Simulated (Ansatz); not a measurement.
**Telling isomers of FH2OSi+ apart by their spectra**

These gas-phase data were calculated for one isomer of FH2OSi+ at r2SCAN-D4/def2-SVP (harmonic, unscaled wavenumbers; equilibrium rotational constants with average atomic masses):

```
rotational constants            : 19.43, 8.305, 5.818 GHz
all wavenumbers above 1500 cm⁻¹ : 3745, 3631, 1580
```

Candidates:

(1) `[OH2+][Si]F`, a singlet
(2) `O[SiH+]F`, a singlet

Task: Which structure fits?

Result: Candidate (1). 2 modes lie between 3300 and 4000 cm⁻¹, one for each O–H bond, while (2) has 1.

The same quantities for all candidates:

```tsv
	rotational constants (GHz)	wavenumbers above 1500 cm⁻¹	E above the lowest, r2SCAN-D4/def2-SVP (kcal/mol)
(1)	19.43, 8.305, 5.818	3745, 3631, 1580	4.1
(2)	35.73, 7.371, 6.11	3784, 2418	0.0
```

Each candidate is one conformer. Programs: Ansatz 0.2.0.
